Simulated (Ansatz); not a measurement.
```xyz
13

C     1.869    0.669    0.359
C     0.745    0.060   -0.362
C     0.038   -0.252   -1.384
F    -0.132   -0.186   -2.688
C    -0.548   -0.769   -0.151
C    -1.771   -0.160    0.493
H     1.509    1.382    1.105
H     2.539    1.193   -0.324
H     2.444   -0.094    0.891
H    -0.423   -1.833    0.079
H    -2.686   -0.650    0.146
H    -1.847    0.904    0.254
H    -1.737   -0.264    1.581
```

Total charge 0; spin multiplicity 1.

(1) List the ωB97M-V/def2-TZVPP orbital energies in eV (Ansatz 0.2.0). (Best estimate.)

## Answers

(1) Computed: Occupied: -678.34, -283.65, -282.04, -281.89, -281.82, -281.01, -37.43, -27.52, -23.58, -22.61, -19.46, -18.39, -16.58, -16.10, -15.75, -14.87, -14.58, -14.04, -13.83, -12.93, -11.43, -10.41, -9.03. Lowest empty: 2.48, 3.09, 3.57, 3.99, 4.24, 4.64, 4.81, 5.02.
